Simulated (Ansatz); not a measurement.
Process, species as SMILES: [O+]#[Si-] (O-Si) + 3 [H][H] (H2) → O (H2O) + [SiH4] (SiH4)
B3LYP-D3(BJ)/def2-TZVP geometries, fixed; electronic energies without zero-point terms.

Basis-set convergence of the energy of full hydrogenation at HF with Ansatz (an electronic-structure program). Cartesian d functions, on some or all atoms, in 6-31+G*, 6-311G**, 6-311+G**; all else is spherical. No added dispersion term, no relativity. Functions are those of the species that has most. Reference: the value in pcseg-4, -50.09 kcal/mol, itself unsure by roughly 0.13 kcal/mol (its mean distance from aug-pcseg-3, aug-cc-pV(Q+d)Z, cc-pV(5+d)Z). Deviations are taken from unrounded values.

```
basis            functions  energy of full hydrogenation (kcal/mol)  minus reference (kcal/mol)
---------------  ---------  ---------------------------------------  --------------------------
6-31G                   22                                   -48.08                        2.01
6-31+G*                 42                                   -49.97                        0.12
6-311G**                51                                   -54.27                       -4.18
6-311+G**               55                                   -55.01                       -4.92
aug-pcseg-1             63                                   -55.83                       -5.74
def2-TZVP               68                                   -48.90                        1.20
6-311++G(2d,2p)         75                                   -51.88                       -1.79
pcseg-2                 90                                   -50.95                       -0.85
def2-TZVPP              98                                   -50.55                       -0.45
```
